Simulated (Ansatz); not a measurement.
Basis-set extrapolation for C₂H₇OPS, SMILES `CC(O)SP` (PBE0-D4/def2-TZVP geometry, frozen core, the Gaussian-basis code of Ansatz). Multiplicity 1, RHF reference.

|  | def2-TZVPP | def2-QZVPP |
| --- | --- | --- |
| HF | -893.029904 | -893.058330 |
| MP2 correlation | -0.923015 | -0.993533 |
| CCSD(T) correlation | -1.019652 | not run |

Energies in hartree. Use E(X) = E(∞) + A·exp(−7.88·√X) for Hartree–Fock and E(X) = E(∞) + B·X^(−2.97) for correlation, with X = 3 and 4, and add CCSD(T) minus MP2 of the smaller set to the MP2 limit.

Question: What is the CCSD(T) energy at the basis-set limit?

Answer: HF limit: -893.058330 + (-0.028426) × 0.13774 = -893.06225. MP2 limit: -0.993533 + (-0.070518) × 0.74074 = -1.04577. Higher-order term: -1.019652 − (-0.923015) = -0.09664. Total: -894.20466 hartree, 97.3 kcal/mol below CCSD(T)/def2-TZVPP.
